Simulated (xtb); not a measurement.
xtb input (GFN2-xTB):

```bash
xtb mol.xyz --gfn 2 --ohess tight --chrg 1 --uhf 0
```
mol.xyz:
```
10

C      1.00947817    -0.36582770    -0.09314395
C     -0.09573593     0.60108444    -0.09079436
O     -1.34120071    -0.22272343    -0.10141408
H     -2.09743911     0.43208913    -0.05716197
H     -0.11695122     1.25388353     0.82030593
H     -0.10174875     1.26220954    -0.97661244
H      1.98282526     0.16708588    -0.09247916
H      1.03857612    -1.02714637     0.81031300
H      0.99412621    -1.02618351    -0.94083446
H     -1.32199567    -0.98275296     0.55009555
```

Output:

```
           -------------------------------------------------
          |                Calculation Setup                |
           -------------------------------------------------

           -------------------------------------------------
          |                 G F N 2 - x T B                 |
           -------------------------------------------------

        Reference                      10.1021/acs.jctc.8b01176
      * Hamiltonian:
        H0-scaling (s, p, d)           1.850000    2.230000    2.230000
        zeta-weighting                 0.500000
      * Dispersion:
        s8                             2.700000
        a1                             0.520000
        a2                             5.000000
        s9                             5.000000
      * Repulsion:
        kExp                           1.500000    1.000000
        rExp                           1.000000
      * Coulomb:
        alpha                          2.000000
        third order                    shell-resolved
        anisotropic                    true
        a3                             3.000000
        a5                             4.000000
        cn-shift                       1.200000
        cn-exp                         4.000000
        max-rad                        5.000000

          ...................................................
          :                      SETUP                      :
          :.................................................:
          :  # basis functions                  19          :
          :  # atomic orbitals                  19          :
          :  # shells                           13          :
          :  # electrons                        20          :
          :  max. iterations                   250          :
          :  Hamiltonian                  GFN2-xTB          :
          :  restarted?                      false          :
          :  GBSA solvation                  false          :
          :  PC potential                    false          :
          :  electronic temp.          300.0000000     K    :
          :  accuracy                    1.0000000          :
          :  -> integral cutoff          0.2500000E+02      :
          :  -> integral neglect         0.1000000E-07      :
          :  -> SCF convergence          0.1000000E-05 Eh   :
          :  -> wf. convergence          0.1000000E-03 e    :
          :  Broyden damping             0.4000000          :
          :  net charge                          1          :
          :  unpaired electrons                  0          :
          ...................................................

 iter      E             dE          RMSdq      gap      omega  full diag
   1    -11.5314113 -0.115314E+02  0.363E+00    9.86       0.0  T
   2    -11.5459955 -0.145842E-01  0.234E+00    8.94       1.0  T
   3    -11.5477659 -0.177046E-02  0.668E-01    8.18       1.0  T
   4    -11.5479622 -0.196239E-03  0.183E-01    8.00       1.0  T
   5    -11.5479997 -0.375390E-04  0.709E-02    8.11       1.0  T
   6    -11.5480016 -0.186725E-05  0.129E-02    8.13       2.5  T
[...]
Molecule has no symmetry elements
It seems to be the C1 point group
     3   8 O        4   1 H                                       0.9803283 (min)
     2   6 C        5   1 H                                       1.0915871
     2   6 C        6   1 H                                       1.0908811
     1   6 C        7   1 H                                       1.0865046
     1   6 C        8   1 H                                       1.0878669
     1   6 C        9   1 H                                       1.0868559
     3   8 O       10   1 H                                       0.9830825

 * 4 distinct bonds (by element types)

   Z      Z             #   av. dist./Å        max./Å        min./Å
   1 H    6 C           5     1.0887391     1.0915871     1.0865046
   6 C    6 C           1     1.5063246     1.5063246     1.5063246
   1 H    8 O           2     0.9817054     0.9830825     0.9803283
   6 C    8 O           1     1.4919416     1.4919416     1.4919416

           -------------------------------------------------
          |               Frequency Printout                |
           -------------------------------------------------
 projected vibrational frequencies (cm⁻¹)
eigval :       -0.00    -0.00     0.00     0.00     0.00     0.00
eigval :      211.56   234.56   365.92   797.79   823.24   877.00
eigval :      894.79  1000.47  1119.61  1146.77  1210.78  1286.22
eigval :     1356.03  1402.86  1428.81  1458.06  1464.19  3004.42
eigval :     3023.63  3049.76  3066.34  3073.30  3232.68  3276.63
 reduced masses (amu)
   1: 12.79   2:  8.41   3:  7.86   4:  9.88   5: 11.84   6: 10.54   7:  1.64   8:  2.23
   9:  9.30  10: 10.76  11:  2.43  12:  2.93  13:  2.53  14:  6.93  15:  6.13  16:  6.29
  17:  2.79  18:  3.24  19:  2.14  20:  2.70  21:  2.24  22:  1.56  23:  1.64  24:  1.71
  25:  1.82  26:  1.71  27:  1.93  28:  1.58  29:  1.85  30:  1.83
 IR intensities (km·mol⁻¹)
   1: 27.04   2:  2.25   3:  7.34   4:  3.22   5: 31.65   6: 19.82   7: 91.41   8:  5.82
   9:  3.36  10: 35.38  11: 96.75  12:224.73  13: 14.41  14: 66.98  15: 57.92  16: 17.42
  17:  6.72  18:  2.40  19:196.16  20: 30.77  21:  3.63  22: 16.19  23: 20.68  24:  2.67
  25:  2.41  26:  3.30  27:  1.32  28:  2.83  29:139.87  30:139.61
 Raman intensities (Ä⁴*amu⁻¹)
   1:  0.00   2:  0.00   3:  0.00   4:  0.00   5:  0.00   6:  0.00   7:  0.00   8:  0.00
   9:  0.00  10:  0.00  11:  0.00  12:  0.00  13:  0.00  14:  0.00  15:  0.00  16:  0.00
  17:  0.00  18:  0.00  19:  0.00  20:  0.00  21:  0.00  22:  0.00  23:  0.00  24:  0.00
  25:  0.00  26:  0.00  27:  0.00  28:  0.00  29:  0.00  30:  0.00
 output can be read by thermo (or use thermo option).
 writing <g98.out> molden fake output.
 recommended (thermochemical) frequency scaling factor: 1.0
           -------------------------------------------------
          |             Thermodynamic Functions             |
           -------------------------------------------------

c1  symmetry found (for desy threshold:  0.10E+00) used in thermo

          ...................................................
          :                      SETUP                      :
          :.................................................:
          :  # frequencies                          24      :
          :  # imaginary freq.                       0      :
          :  linear?                             false      :
          :  only rotor calc.                    false      :
          :  symmetry                               c1      :
          :  rotational number                       1      :
          :  scaling factor                  1.0000000      :
          :  rotor cutoff                   50.0000000 cm⁻¹ :
          :  imag. cutoff                  -20.0000000 cm⁻¹ :
          :.................................................:

    mode    ω/cm⁻¹     T·S(HO)/kcal·mol⁻¹    T·S(FR)/kcal·mol⁻¹   T·S(vib)
   ------------------------------------------------------------------------
       1    211.56    -0.60530 ( 99.69%)    -0.62872 (  0.31%)    -0.60538
       2    234.56    -0.54973 ( 99.79%)    -0.59820 (  0.21%)    -0.54983
Note: The following floating-point exceptions are signalling: IEEE_UNDERFLOW_FLAG IEEE_DENORMAL
normal termination of xtb
   ------------------------------------------------------------------------

   temp. (K)  partition function   enthalpy   heat capacity  entropy
                                   cal/mol     cal/K/mol   cal/K/mol   J/K/mol
 298.15  VIB   3.06                 1131.586      9.188      6.020
         ROT  0.189E+05              888.752      2.981     22.548
         INT  0.578E+05             2020.338     12.169     28.567
         TR   0.313E+27             1481.254      4.968     37.455
         TOT                        3501.5922    17.1370    66.0226   276.2385

       T/K    H(0)-H(T)+PV         H(T)/Eh          T*S/Eh         G(T)/Eh
   ------------------------------------------------------------------------
    298.15    0.558014E-02    0.939854E-01    0.313695E-01    0.626160E-01
   ------------------------------------------------------------------------

         :::::::::::::::::::::::::::::::::::::::::::::::::::::
         ::                  THERMODYNAMIC                  ::
         :::::::::::::::::::::::::::::::::::::::::::::::::::::
         :: total free energy         -11.369358216731 Eh   ::
         ::.................................................::
         :: total energy              -11.431974172843 Eh   ::
         :: zero point energy           0.088405276832 Eh   ::
         :: G(RRHO) w/o ZPVE           -0.025789320721 Eh   ::
         :: G(RRHO) contrib.            0.062615956112 Eh   ::
         :::::::::::::::::::::::::::::::::::::::::::::::::::::

optimized geometry written to: xtbopt.xyz

           -------------------------------------------------
          | TOTAL ENERGY              -11.431974172843 Eh   |
          | TOTAL ENTHALPY            -11.337988753634 Eh   |
          | TOTAL FREE ENERGY         -11.369358216731 Eh   |
          | GRADIENT NORM               0.000242782216 Eh/α |
          | HOMO-LUMO GAP               8.617359354834 eV   |
           -------------------------------------------------

------------------------------------------------------------------------
------------------------------------------------------------------------
 total:
 SCF:
 ANC optimizer:
 analytical hessian:
```

It need not be the lowest isomer of its formula.
